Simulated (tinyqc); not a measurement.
Inside a calculation (part 2 of 3). Method: UHF in the sto-3g basis, for H2O+, spin multiplicity 2. This run ends on a higher stationary point, not on the lowest solution. Computed by tinyqc, a small Python program that keeps every step (integrals from PySCF). Command: `OMP_NUM_THREADS=1 python tinyqc.py 20745 20746 out.jsonl` (the two numbers bound the seeds that draw the settings). One thread of a shared host (Intel(R) Xeon(R) Processor @ 2.60GHz), about 0.2 s of CPU time with the checks.

Geometry (angstrom):
```
atom         x          y         z
O     0.000000   0.000000  0.000000
H     0.000000   1.009000  0.641000
H     0.000000  -1.009000  0.641000
```

## Iteration 2: building the Fock matrix

D(alpha) after iteration 1, order 1O 1s, 1O 2s, 1O 2px, 1O 2py, 1O 2pz, 2H 1s, 3H 1s:
$$\begin{pmatrix}
1.062296 & -0.267415 & 0.000000 & 0.000000 & -0.008672 & 0.016905 & 0.016905 \\
-0.267415 & 1.147060 & 0.000000 & 0.000000 & 0.047628 & -0.071093 & -0.071093 \\
0.000000 & 0.000000 & 1.000000 & 0.000000 & 0.000000 & 0.000000 & 0.000000 \\
0.000000 & 0.000000 & 0.000000 & 1.076354 & 0.000000 & -0.086292 & 0.086292 \\
-0.008672 & 0.047628 & 0.000000 & 0.000000 & 1.025231 & -0.044319 & -0.044319 \\
0.016905 & -0.071093 & 0.000000 & -0.086292 & -0.044319 & 0.012997 & -0.000839 \\
0.016905 & -0.071093 & 0.000000 & 0.086292 & -0.044319 & -0.000839 & 0.012997
\end{pmatrix}$$

D(beta) after iteration 1, order 1O 1s, 1O 2s, 1O 2px, 1O 2py, 1O 2pz, 2H 1s, 3H 1s:
$$\begin{pmatrix}
1.062265 & -0.267189 & 0.000000 & 0.000000 & -0.008559 & 0.016690 & 0.016690 \\
-0.267189 & 1.145405 & 0.000000 & 0.000000 & 0.046796 & -0.069594 & -0.069594 \\
0.000000 & 0.000000 & 1.000000 & 0.000000 & 0.000000 & 0.000000 & 0.000000 \\
0.000000 & 0.000000 & 0.000000 & 0.000000 & 0.000000 & 0.000000 & 0.000000 \\
-0.008559 & 0.046796 & 0.000000 & 0.000000 & 1.024819 & -0.043482 & -0.043482 \\
0.016690 & -0.069594 & 0.000000 & 0.000000 & -0.043482 & 0.005843 & 0.005843 \\
0.016690 & -0.069594 & 0.000000 & 0.000000 & -0.043482 & 0.005843 & 0.005843
\end{pmatrix}$$

core Hamiltonian H = T + V (hartree), order 1O 1s, 1O 2s, 1O 2px, 1O 2py, 1O 2pz, 2H 1s, 3H 1s:
$$\begin{pmatrix}
-32.500617 & -7.560659 & 0.000000 & 0.000000 & -0.010675 & -0.987567 & -0.987567 \\
-7.560659 & -9.126812 & 0.000000 & 0.000000 & -0.132286 & -2.434112 & -2.434112 \\
0.000000 & 0.000000 & -7.284713 & 0.000000 & 0.000000 & 0.000000 & 0.000000 \\
0.000000 & 0.000000 & 0.000000 & -7.388236 & 0.000000 & -1.556242 & 1.556242 \\
-0.010675 & -0.132286 & 0.000000 & 0.000000 & -7.326493 & -1.017037 & -1.017037 \\
-0.987567 & -2.434112 & 0.000000 & -1.556242 & -1.017037 & -4.219870 & -0.670088 \\
-0.987567 & -2.434112 & 0.000000 & 1.556242 & -1.017037 & -0.670088 & -4.219870
\end{pmatrix}$$

nuclear repulsion = 7.34512309 hartree

Given earlier and not repeated: Two-electron integrals (ij|kl) in chemists' order.

J_ij = sum D_kl (ij|kl) with D = D(alpha) + D(beta), K_ij = sum D_kl (ik|jl) for each spin; F = H + J - K(s); E = tr D H + tr D J / 2 - 0.5 sum_s tr D(s) K(s) + E_nn.

Coulomb J (hartree), order 1O 1s, 1O 2s, 1O 2px, 1O 2py, 1O 2pz, 2H 1s, 3H 1s:
$$\begin{pmatrix}
17.444754 & 3.282310 & 0.000000 & 0.000000 & 0.002245 & 0.426924 & 0.426924 \\
3.282310 & 7.975942 & 0.000000 & 0.000000 & 0.003904 & 2.056023 & 2.056023 \\
0.000000 & 0.000000 & 8.001203 & 0.000000 & 0.000000 & 0.000000 & 0.000000 \\
0.000000 & 0.000000 & 0.000000 & 7.902915 & 0.000000 & 1.395173 & -1.395173 \\
0.002245 & 0.003904 & 0.000000 & 0.000000 & 8.000629 & 0.894633 & 0.894633 \\
0.426924 & 2.056023 & 0.000000 & 1.395173 & 0.894633 & 3.822087 & 0.556312 \\
0.426924 & 2.056023 & 0.000000 & -1.395173 & 0.894633 & 0.556312 & 3.822087
\end{pmatrix}$$

exchange K(alpha) (hartree), order 1O 1s, 1O 2s, 1O 2px, 1O 2py, 1O 2pz, 2H 1s, 3H 1s:
$$\begin{pmatrix}
4.920813 & 0.858471 & 0.000000 & 0.000000 & 0.000344 & 0.118582 & 0.118582 \\
0.858471 & 1.435009 & 0.000000 & 0.000000 & 0.003928 & 0.338165 & 0.338165 \\
0.000000 & 0.000000 & 1.180142 & 0.000000 & 0.000000 & 0.000000 & 0.000000 \\
0.000000 & 0.000000 & 0.000000 & 1.184665 & 0.000000 & 0.179395 & -0.179395 \\
0.000344 & 0.003928 & 0.000000 & 0.000000 & 1.181333 & 0.115719 & 0.115719 \\
0.118582 & 0.338165 & 0.000000 & 0.179395 & 0.115719 & 0.139151 & 0.067711 \\
0.118582 & 0.338165 & 0.000000 & -0.179395 & 0.115719 & 0.067711 & 0.139151
\end{pmatrix}$$

exchange K(beta) (hartree), order 1O 1s, 1O 2s, 1O 2px, 1O 2py, 1O 2pz, 2H 1s, 3H 1s:
$$\begin{pmatrix}
4.894674 & 0.818641 & 0.000000 & 0.000000 & 0.000577 & 0.110447 & 0.110447 \\
0.818641 & 1.251095 & 0.000000 & 0.000000 & 0.006834 & 0.287161 & 0.287161 \\
0.000000 & 0.000000 & 1.131107 & 0.000000 & 0.000000 & 0.000000 & 0.000000 \\
0.000000 & 0.000000 & 0.000000 & 0.292722 & 0.000000 & 0.041610 & -0.041610 \\
0.000577 & 0.006834 & 0.000000 & 0.000000 & 1.132974 & 0.111015 & 0.111015 \\
0.110447 & 0.287161 & 0.000000 & 0.041610 & 0.111015 & 0.095965 & 0.075180 \\
0.110447 & 0.287161 & 0.000000 & -0.041610 & 0.111015 & 0.075180 & 0.095965
\end{pmatrix}$$

F(alpha) (hartree), order 1O 1s, 1O 2s, 1O 2px, 1O 2py, 1O 2pz, 2H 1s, 3H 1s:
$$\begin{pmatrix}
-19.976677 & -5.136820 & 0.000000 & 0.000000 & -0.008774 & -0.679225 & -0.679225 \\
-5.136820 & -2.585880 & 0.000000 & 0.000000 & -0.132309 & -0.716255 & -0.716255 \\
0.000000 & 0.000000 & -0.463652 & 0.000000 & 0.000000 & 0.000000 & 0.000000 \\
0.000000 & 0.000000 & 0.000000 & -0.669985 & 0.000000 & -0.340464 & 0.340464 \\
-0.008774 & -0.132309 & 0.000000 & 0.000000 & -0.507197 & -0.238122 & -0.238122 \\
-0.679225 & -0.716255 & 0.000000 & -0.340464 & -0.238122 & -0.536934 & -0.181487 \\
-0.679225 & -0.716255 & 0.000000 & 0.340464 & -0.238122 & -0.181487 & -0.536934
\end{pmatrix}$$

F(beta) (hartree), order 1O 1s, 1O 2s, 1O 2px, 1O 2py, 1O 2pz, 2H 1s, 3H 1s:
$$\begin{pmatrix}
-19.950537 & -5.096990 & 0.000000 & 0.000000 & -0.009007 & -0.671090 & -0.671090 \\
-5.096990 & -2.401965 & 0.000000 & 0.000000 & -0.135216 & -0.665250 & -0.665250 \\
0.000000 & 0.000000 & -0.414617 & 0.000000 & 0.000000 & 0.000000 & 0.000000 \\
0.000000 & 0.000000 & 0.000000 & 0.221957 & 0.000000 & -0.202679 & 0.202679 \\
-0.009007 & -0.135216 & 0.000000 & 0.000000 & -0.458838 & -0.233419 & -0.233419 \\
-0.671090 & -0.665250 & 0.000000 & -0.202679 & -0.233419 & -0.493749 & -0.188957 \\
-0.671090 & -0.665250 & 0.000000 & 0.202679 & -0.233419 & -0.188957 & -0.493749
\end{pmatrix}$$

total energy of this density = -73.79827914 hartree

## Iteration 2: DIIS over 2 matrices

error matrix X^T (FDS - SDF) X (alpha):
$$\begin{pmatrix}
0.000000 & 0.000000 & -0.073280 & 0.000000 & 0.168107 & 0.000000 & 0.254594 \\
0.000000 & 0.000000 & 0.000000 & 0.000000 & 0.000000 & 0.324298 & 0.000000 \\
0.073280 & 0.000000 & 0.000000 & 0.000000 & 0.037601 & 0.000000 & 0.038298 \\
0.000000 & 0.000000 & 0.000000 & 0.000000 & 0.000000 & 0.000000 & 0.000000 \\
-0.168107 & 0.000000 & -0.037601 & 0.000000 & 0.000000 & 0.000000 & 0.042777 \\
0.000000 & -0.324298 & 0.000000 & 0.000000 & 0.000000 & 0.000000 & 0.000000 \\
-0.254594 & 0.000000 & -0.038298 & 0.000000 & -0.042777 & 0.000000 & 0.000000
\end{pmatrix}$$

B (overlaps of the stored error matrices):
$$\begin{pmatrix}
2.0097411e-01 & -1.4662492e-01 \\
-1.4662492e-01 & 6.2217913e-01
\end{pmatrix}$$

Minimise |sum c_i e_i|^2 with sum c_i = 1: solve [B -1; -1 0][c; lambda] = [0; -1] with B_ij = tr e_i^T e_j summed over both spins, and take F = sum c_i F_i.

DIIS coefficients: [0.688644, 0.311356]

extrapolated F(alpha) (hartree), order 1O 1s, 1O 2s, 1O 2px, 1O 2py, 1O 2pz, 2H 1s, 3H 1s:
$$\begin{pmatrix}
-23.643037 & -5.726079 & 0.000000 & 0.000000 & -0.017291 & -0.754546 & -0.754546 \\
-5.726079 & -3.586062 & 0.000000 & 0.000000 & 0.042505 & -0.884149 & -0.884149 \\
0.000000 & 0.000000 & -1.929687 & 0.000000 & 0.000000 & 0.000000 & 0.000000 \\
0.000000 & 0.000000 & 0.000000 & -2.072239 & 0.000000 & -0.492052 & 0.492052 \\
-0.017291 & 0.042505 & 0.000000 & 0.000000 & -1.906719 & -0.287434 & -0.287434 \\
-0.754546 & -0.884149 & 0.000000 & -0.492052 & -0.287434 & -0.785784 & -0.213738 \\
-0.754546 & -0.884149 & 0.000000 & 0.492052 & -0.287434 & -0.213738 & -0.785784
\end{pmatrix}$$

extrapolated F(beta) (hartree), order 1O 1s, 1O 2s, 1O 2px, 1O 2py, 1O 2pz, 2H 1s, 3H 1s:
$$\begin{pmatrix}
-23.616481 & -5.685776 & 0.000000 & 0.000000 & -0.017629 & -0.746458 & -0.746458 \\
-5.685776 & -3.401967 & 0.000000 & 0.000000 & 0.038580 & -0.834733 & -0.834733 \\
0.000000 & 0.000000 & -1.880442 & 0.000000 & 0.000000 & 0.000000 & 0.000000 \\
0.000000 & 0.000000 & 0.000000 & -1.180882 & 0.000000 & -0.363583 & 0.363583 \\
-0.017629 & 0.038580 & 0.000000 & 0.000000 & -1.858332 & -0.283213 & -0.283213 \\
-0.746458 & -0.834733 & 0.000000 & -0.363583 & -0.283213 & -0.747644 & -0.219129 \\
-0.746458 & -0.834733 & 0.000000 & 0.363583 & -0.283213 & -0.219129 & -0.747644
\end{pmatrix}$$

## Iteration 2: diagonalisation and new density

X, order 1O 1s, 1O 2s, 1O 2px, 1O 2py, 1O 2pz, 2H 1s, 3H 1s:
$$\begin{pmatrix}
-0.386715 & 0.000000 & 0.711154 & 0.000000 & -0.602888 & 0.000000 & 0.216400 \\
0.985884 & 0.000000 & -0.254933 & 0.000000 & -0.274209 & 0.000000 & 0.482016 \\
0.000000 & 0.000000 & 0.000000 & 1.000000 & 0.000000 & 0.000000 & 0.000000 \\
0.000000 & 0.856263 & 0.000000 & 0.000000 & 0.000000 & 0.664742 & 0.000000 \\
0.394106 & 0.000000 & 0.673417 & 0.000000 & 0.645131 & 0.000000 & 0.196505 \\
-0.612052 & -0.709649 & -0.213177 & 0.000000 & 0.177319 & 0.401039 & 0.383113 \\
-0.612052 & 0.709649 & -0.213177 & 0.000000 & 0.177319 & -0.401039 & 0.383113
\end{pmatrix}$$

Diagonalise F' = X^T F X, C = X C', fill 5 alpha and 4 beta electrons from the bottom; D(s) = C_occ C_occ^T. Each column has its largest component positive (the first on a tie).

F' = X^T F X (alpha) (hartree):
$$\begin{pmatrix}
-1.964836 & 0.000000 & 2.994465 & 0.000000 & -2.855996 & 0.000000 & 0.716975 \\
0.000000 & -0.899530 & 0.000000 & 0.000000 & 0.000000 & -0.727601 & 0.000000 \\
2.994465 & 0.000000 & -10.670330 & 0.000000 & 8.956910 & 0.000000 & -5.038479 \\
0.000000 & 0.000000 & 0.000000 & -1.929687 & 0.000000 & 0.000000 & 0.000000 \\
-2.855996 & 0.000000 & 8.956910 & 0.000000 & -11.251426 & 0.000000 & 5.358571 \\
0.000000 & -0.727601 & 0.000000 & 0.000000 & 0.000000 & -1.624391 & 0.000000 \\
0.716975 & 0.000000 & -5.038479 & 0.000000 & 5.358571 & 0.000000 & -4.485250
\end{pmatrix}$$

orbital energies (alpha) (hartree): MO1 -23.643920, MO2 -2.338407, MO3 -2.074832, MO4 -1.929687, MO5 -1.901623, MO6 -0.487892, MO7 -0.449089

coefficients C (alpha), order 1O 1s, 1O 2s, 1O 2px, 1O 2py, 1O 2pz, 2H 1s, 3H 1s:
$$\begin{pmatrix}
0.998358 & -0.251461 & 0.000000 & 0.000000 & -0.029161 & 0.069215 & 0.000000 \\
0.007091 & 1.044656 & 0.000000 & 0.000000 & 0.119909 & -0.488624 & 0.000000 \\
0.000000 & 0.000000 & 0.000000 & 1.000000 & 0.000000 & 0.000000 & 0.000000 \\
0.000000 & 0.000000 & 1.015913 & 0.000000 & 0.000000 & 0.000000 & -0.378139 \\
0.001086 & -0.098748 & 0.000000 & 0.000000 & 0.997670 & -0.241913 & 0.000000 \\
-0.000931 & -0.032628 & -0.032554 & 0.000000 & -0.011413 & 0.772706 & 0.814478 \\
-0.000931 & -0.032628 & 0.032554 & 0.000000 & -0.011413 & 0.772706 & -0.814478
\end{pmatrix}$$

F' = X^T F X (beta) (hartree):
$$\begin{pmatrix}
-1.899246 & 0.000000 & 2.977045 & 0.000000 & -2.879987 & 0.000000 & 0.794095 \\
0.000000 & -0.514410 & 0.000000 & 0.000000 & 0.000000 & -0.278000 & 0.000000 \\
2.977045 & 0.000000 & -10.630191 & 0.000000 & 8.981902 & 0.000000 & -5.059864 \\
0.000000 & 0.000000 & 0.000000 & -1.880442 & 0.000000 & 0.000000 & 0.000000 \\
-2.879987 & 0.000000 & 8.981902 & 0.000000 & -11.201895 & 0.000000 & 5.323567 \\
0.000000 & -0.278000 & 0.000000 & 0.000000 & 0.000000 & -1.079521 & 0.000000 \\
0.794095 & 0.000000 & -5.059864 & 0.000000 & 5.323567 & 0.000000 & -4.381661
\end{pmatrix}$$

orbital energies (beta) (hartree): MO1 -23.616966, MO2 -2.162409, MO3 -1.880442, MO4 -1.852106, MO5 -1.193351, MO6 -0.481512, MO7 -0.400580

coefficients C (beta), order 1O 1s, 1O 2s, 1O 2px, 1O 2py, 1O 2pz, 2H 1s, 3H 1s:
$$\begin{pmatrix}
0.998800 & -0.248326 & 0.000000 & -0.037055 & 0.000000 & 0.070373 & 0.000000 \\
0.005204 & 1.037600 & 0.000000 & 0.152958 & 0.000000 & -0.494422 & 0.000000 \\
0.000000 & 0.000000 & 1.000000 & 0.000000 & 0.000000 & 0.000000 & 0.000000 \\
0.000000 & 0.000000 & 0.000000 & 0.000000 & 0.939630 & 0.000000 & -0.540521 \\
0.001029 & -0.133131 & 0.000000 & 0.993012 & 0.000000 & -0.244582 & 0.000000 \\
-0.000697 & -0.028305 & 0.000000 & -0.009893 & 0.102228 & 0.772898 & 0.808692 \\
-0.000697 & -0.028305 & 0.000000 & -0.009893 & -0.102228 & 0.772898 & -0.808692
\end{pmatrix}$$

D(alpha) after iteration 2, order 1O 1s, 1O 2s, 1O 2px, 1O 2py, 1O 2pz, 2H 1s, 3H 1s:
$$\begin{pmatrix}
1.060802 & -0.259108 & 0.000000 & 0.000000 & -0.003177 & 0.007607 & 0.007607 \\
-0.259108 & 1.105736 & 0.000000 & 0.000000 & 0.016480 & -0.035460 & -0.035460 \\
0.000000 & 0.000000 & 1.000000 & 0.000000 & 0.000000 & 0.000000 & 0.000000 \\
0.000000 & 0.000000 & 0.000000 & 1.032078 & 0.000000 & -0.033072 & 0.033072 \\
-0.003177 & 0.016480 & 0.000000 & 0.000000 & 1.005097 & -0.008165 & -0.008165 \\
0.007607 & -0.035460 & 0.000000 & -0.033072 & -0.008165 & 0.002255 & 0.000136 \\
0.007607 & -0.035460 & 0.000000 & 0.033072 & -0.008165 & 0.000136 & 0.002255
\end{pmatrix}$$

D(beta) after iteration 2, order 1O 1s, 1O 2s, 1O 2px, 1O 2py, 1O 2pz, 2H 1s, 3H 1s:
$$\begin{pmatrix}
1.060640 & -0.258134 & 0.000000 & 0.000000 & -0.002709 & 0.006699 & 0.006699 \\
-0.258134 & 1.100037 & 0.000000 & 0.000000 & 0.013758 & -0.030886 & -0.030886 \\
0.000000 & 0.000000 & 1.000000 & 0.000000 & 0.000000 & 0.000000 & 0.000000 \\
0.000000 & 0.000000 & 0.000000 & 0.000000 & 0.000000 & 0.000000 & 0.000000 \\
-0.002709 & 0.013758 & 0.000000 & 0.000000 & 1.003798 & -0.006056 & -0.006056 \\
0.006699 & -0.030886 & 0.000000 & 0.000000 & -0.006056 & 0.000899 & 0.000899 \\
0.006699 & -0.030886 & 0.000000 & 0.000000 & -0.006056 & 0.000899 & 0.000899
\end{pmatrix}$$

## Iteration 17 (converged): orbitals

converged F(alpha) (hartree), order 1O 1s, 1O 2s, 1O 2px, 1O 2py, 1O 2pz, 2H 1s, 3H 1s:
$$\begin{pmatrix}
-20.800116 & -5.292454 & 0.000000 & 0.000000 & -0.022502 & -0.698915 & -0.698915 \\
-5.292454 & -2.901097 & 0.000000 & 0.000000 & -0.072876 & -0.844640 & -0.844640 \\
0.000000 & 0.000000 & -0.862991 & 0.000000 & 0.000000 & 0.000000 & 0.000000 \\
0.000000 & 0.000000 & 0.000000 & -0.789378 & 0.000000 & -0.486783 & 0.486783 \\
-0.022502 & -0.072876 & 0.000000 & 0.000000 & -0.701723 & -0.358063 & -0.358063 \\
-0.698915 & -0.844640 & 0.000000 & -0.486783 & -0.358063 & -0.818718 & -0.214299 \\
-0.698915 & -0.844640 & 0.000000 & 0.486783 & -0.358063 & -0.214299 & -0.818718
\end{pmatrix}$$

converged F(beta) (hartree), order 1O 1s, 1O 2s, 1O 2px, 1O 2py, 1O 2pz, 2H 1s, 3H 1s:
$$\begin{pmatrix}
-20.794304 & -5.281116 & 0.000000 & 0.000000 & -0.021441 & -0.694026 & -0.694026 \\
-5.281116 & -2.819804 & 0.000000 & 0.000000 & -0.096509 & -0.777009 & -0.777009 \\
0.000000 & 0.000000 & -0.844692 & 0.000000 & 0.000000 & 0.000000 & 0.000000 \\
0.000000 & 0.000000 & 0.000000 & -0.222465 & 0.000000 & -0.249551 & 0.249551 \\
-0.021441 & -0.096509 & 0.000000 & 0.000000 & -0.820378 & -0.321381 & -0.321381 \\
-0.694026 & -0.777009 & 0.000000 & -0.249551 & -0.321381 & -0.511524 & -0.248962 \\
-0.694026 & -0.777009 & 0.000000 & 0.249551 & -0.321381 & -0.248962 & -0.511524
\end{pmatrix}$$

As before.

F' = X^T F X (alpha) (hartree):
$$\begin{pmatrix}
-1.105115 & 0.000000 & 2.659741 & 0.000000 & -2.228440 & 0.000000 & 0.851933 \\
0.000000 & -0.004366 & 0.000000 & 0.000000 & 0.000000 & 0.019669 & 0.000000 \\
2.659741 & 0.000000 & -8.751816 & 0.000000 & 8.365964 & 0.000000 & -4.449835 \\
0.000000 & 0.000000 & 0.000000 & -0.862991 & 0.000000 & 0.000000 & 0.000000 \\
-2.228440 & 0.000000 & 8.365964 & 0.000000 & -9.542732 & 0.000000 & 4.801016 \\
0.000000 & 0.019669 & 0.000000 & 0.000000 & 0.000000 & -1.062313 & 0.000000 \\
0.851933 & 0.000000 & -4.449835 & 0.000000 & 4.801016 & 0.000000 & -4.061752
\end{pmatrix}$$

orbital energies (alpha) (hartree): MO1 -20.808198, MO2 -1.687149, MO3 -1.062679, MO4 -0.867170, MO5 -0.862991, MO6 -0.098898, MO7 -0.004001

coefficients C (alpha), order 1O 1s, 1O 2s, 1O 2px, 1O 2py, 1O 2pz, 2H 1s, 3H 1s:
$$\begin{pmatrix}
0.994574 & -0.243851 & 0.000000 & 0.087593 & 0.000000 & -0.096332 & 0.000000 \\
0.023055 & 0.918270 & 0.000000 & -0.440712 & 0.000000 & 0.553634 & 0.000000 \\
0.000000 & 0.000000 & 0.000000 & 0.000000 & 1.000000 & 0.000000 & 0.000000 \\
0.000000 & 0.000000 & 0.648716 & 0.000000 & 0.000000 & 0.000000 & 0.868467 \\
0.002377 & 0.083892 & 0.000000 & 0.750992 & 0.000000 & 0.701845 & 0.000000 \\
-0.003909 & 0.127968 & 0.414156 & 0.356287 & 0.000000 & -0.674492 & -0.702074 \\
-0.003909 & 0.127968 & -0.414156 & 0.356287 & 0.000000 & -0.674492 & 0.702074
\end{pmatrix}$$

F' = X^T F X (beta) (hartree):
$$\begin{pmatrix}
-1.060811 & 0.000000 & 2.625936 & 0.000000 & -2.331472 & 0.000000 & 0.755021 \\
0.000000 & 0.178993 & 0.000000 & 0.000000 & 0.000000 & 0.086877 & 0.000000 \\
2.625936 & 0.000000 & -8.776939 & 0.000000 & 8.307795 & 0.000000 & -4.531113 \\
0.000000 & 0.000000 & 0.000000 & -0.844692 & 0.000000 & 0.000000 & 0.000000 \\
-2.331472 & 0.000000 & 8.307795 & 0.000000 & -9.553928 & 0.000000 & 4.817634 \\
0.000000 & 0.086877 & 0.000000 & 0.000000 & 0.000000 & -0.448868 & 0.000000 \\
0.755021 & 0.000000 & -4.531113 & 0.000000 & 4.817634 & 0.000000 & -3.906570
\end{pmatrix}$$

orbital energies (beta) (hartree): MO1 -20.801985, MO2 -1.593030, MO3 -0.871959, MO4 -0.844692, MO5 -0.460668, MO6 -0.031274, MO7 0.190793

coefficients C (beta), order 1O 1s, 1O 2s, 1O 2px, 1O 2py, 1O 2pz, 2H 1s, 3H 1s:
$$\begin{pmatrix}
0.994720 & -0.249661 & 0.067722 & 0.000000 & 0.000000 & 0.095960 & 0.000000 \\
0.022506 & 0.955728 & -0.324738 & 0.000000 & 0.000000 & -0.570186 & 0.000000 \\
0.000000 & 0.000000 & 0.000000 & 1.000000 & 0.000000 & 0.000000 & 0.000000 \\
0.000000 & 0.000000 & 0.000000 & 0.000000 & 0.543457 & 0.000000 & 0.937935 \\
0.002404 & 0.125333 & 0.878108 & 0.000000 & 0.000000 & -0.526147 & 0.000000 \\
-0.003995 & 0.080749 & 0.209761 & 0.000000 & 0.492896 & 0.740091 & -0.649220 \\
-0.003995 & 0.080749 & 0.209761 & 0.000000 & -0.492896 & 0.740091 & 0.649220
\end{pmatrix}$$

D(alpha) after iteration 17, order 1O 1s, 1O 2s, 1O 2px, 1O 2py, 1O 2pz, 2H 1s, 3H 1s:
$$\begin{pmatrix}
1.056313 & -0.239595 & 0.000000 & 0.000000 & 0.047689 & -0.003885 & -0.003885 \\
-0.239595 & 1.037978 & 0.000000 & 0.000000 & -0.253881 & -0.039601 & -0.039601 \\
0.000000 & 0.000000 & 1.000000 & 0.000000 & 0.000000 & 0.000000 & 0.000000 \\
0.000000 & 0.000000 & 0.000000 & 0.420833 & 0.000000 & 0.268670 & -0.268670 \\
0.047689 & -0.253881 & 0.000000 & 0.000000 & 0.571033 & 0.278295 & 0.278295 \\
-0.003885 & -0.039601 & 0.000000 & 0.268670 & 0.278295 & 0.314857 & -0.028194 \\
-0.003885 & -0.039601 & 0.000000 & -0.268670 & 0.278295 & -0.028194 & 0.314857
\end{pmatrix}$$

D(beta) after iteration 17, order 1O 1s, 1O 2s, 1O 2px, 1O 2py, 1O 2pz, 2H 1s, 3H 1s:
$$\begin{pmatrix}
1.056384 & -0.238213 & 0.000000 & 0.000000 & 0.030568 & -0.009929 & -0.009929 \\
-0.238213 & 1.019377 & 0.000000 & 0.000000 & -0.165317 & 0.008967 & 0.008967 \\
0.000000 & 0.000000 & 1.000000 & 0.000000 & 0.000000 & 0.000000 & 0.000000 \\
0.000000 & 0.000000 & 0.000000 & 0.000000 & 0.000000 & 0.000000 & 0.000000 \\
0.030568 & -0.165317 & 0.000000 & 0.000000 & 0.786788 & 0.194304 & 0.194304 \\
-0.009929 & 0.008967 & 0.000000 & 0.000000 & 0.194304 & 0.050536 & 0.050536 \\
-0.009929 & 0.008967 & 0.000000 & 0.000000 & 0.194304 & 0.050536 & 0.050536
\end{pmatrix}$$
